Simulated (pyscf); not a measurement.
# Four-centre exchange: `[SiH3][AsH2]` + `[AsH3]` → `[AsH2][SiH2][AsH2]` + `[H][H]`

Gas phase, singlet surface, charge 0. Bonds broken: Si2–H5, As8–H9. Bonds formed: Si2–As8, H5–H9. Single points on ωB97X-D3(BJ)/def2-SVP structures (PySCF, gas phase).

Transition state (Å):

```xyz
11

As    -1.1349    -1.7822     0.2102
Si    -0.4215     0.4549     0.3268
H     -0.1235    -2.2254     1.2557
H     -0.2131    -2.0907    -0.9554
H     -0.9578     0.5983    -1.4439
H     -0.4735     0.8071     1.7769
H      0.9564     0.7726    -0.1422
As    -2.3334     2.4774    -0.0740
H     -1.5734     1.3031    -1.4462
H     -2.4575     0.9736     0.2432
H     -0.7863     2.3961    -0.0817
```

One imaginary mode, 1052i cm⁻¹; descent along it reached the two sides named.

```tsv
bond	change	reactant side (Å)	saddle	product side
Si2–H5	breaks	1.492	1.856	4.9
As8–H9	breaks	1.519	1.959	4.2
Si2–As8	forms	4.2	2.8	2.352
H5–H9	forms	2.9	0.936	0.760
```

Electronic energies relative to the separated reactants (eV):

```tsv
level	barrier	reaction energy	reverse barrier
ωB97X-D3(BJ)/def2-TZVP	3.23	-0.30	3.53
PBE/def2-TZVP	2.79	-0.15	2.94
r²SCAN/def2-TZVP	2.99	-0.17	3.16
B3LYP-D3(BJ)/def2-TZVP	3.13	-0.15	3.28
PBE0-D3(BJ)/def2-TZVP	2.95	-0.20	3.14
M06-2X/def2-TZVP	3.17	-0.18	3.35
ωB97M-D3(BJ)/def2-TZVP	3.23	-0.08	3.32
HF/def2-TZVP	4.55	+0.19	4.36
```

With ωB97M-D3(BJ)/def2-TZVP energies and thermal terms (ideal gas, 1 atm, RRHO with modes under 100 cm⁻¹ raised to 100, one conformer, R ln 2 for chiral ones without a mode under 150 cm⁻¹), in eV:

| T (K) | ΔH‡ | ΔG‡ | ΔH | ΔG |
|---|---|---|---|---|
| 298 | 3.17 | 3.63 | -0.13 | -0.05 |
| 600 | 3.20 | 4.09 | -0.07 | +0.02 |
| 900 | 3.24 | 4.52 | -0.03 | +0.05 |
| 1200 | 3.27 | 4.95 | 0.00 | +0.07 |

From the product side, AsH₂• + •H₂Si–AsH₂ + H₂ lies, by one bond made or cut, 0.45 eV under this saddle at ωB97M-D3(BJ)/def2-TZVP. The same reactants have a lower exit, to H₃Si–AsH–AsH₂ + H₂ (barrier +2.70 eV at ωB97M-D3(BJ)/def2-TZVP, against +3.23 eV here). One saddle was located; it need not be the lowest between these sides. Elements up to Kr have no core potential and no relativistic terms here.
